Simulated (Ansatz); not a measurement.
For 2H WSe₂, PBE-D4 (plane waves, PAW; Ansatz, a first-principles code) gives:

| Property | Value |
|---|---|
| lattice constant a | 3.279 Å |
| lattice parameter c | 12.833 Å |

### Question
What does r²SCAN-D4 (plane waves, PAW; Ansatz) give for the same quantities?

### Answer

- lattice constant a: 3.303 Å (rises by 0.7 %)
- lattice parameter c: 13.224 Å (goes up by 3.0 %)

For comparison: lattice constant a 3.282 Å (measured, 300 K, not corrected to a static lattice; as tabulated in arXiv:1605.07067); lattice parameter c 12.96 Å (measured, 300 K, no zero-point or thermal correction; as tabulated in arXiv:1605.07067).

Changes are worked out from the printed values.

Unless a cell is named, each level is at its own relaxed cell (PBE-D4 19.91, r²SCAN-D4 20.82 Å³/atom).

Levels without +SOC leave out spin–orbit coupling, which shifts energies and cells of such heavy elements.

Ansatz's density-functional and Hartree–Fock values are scalar-relativistic unless marked +SOC, with PAW data made under PBE.
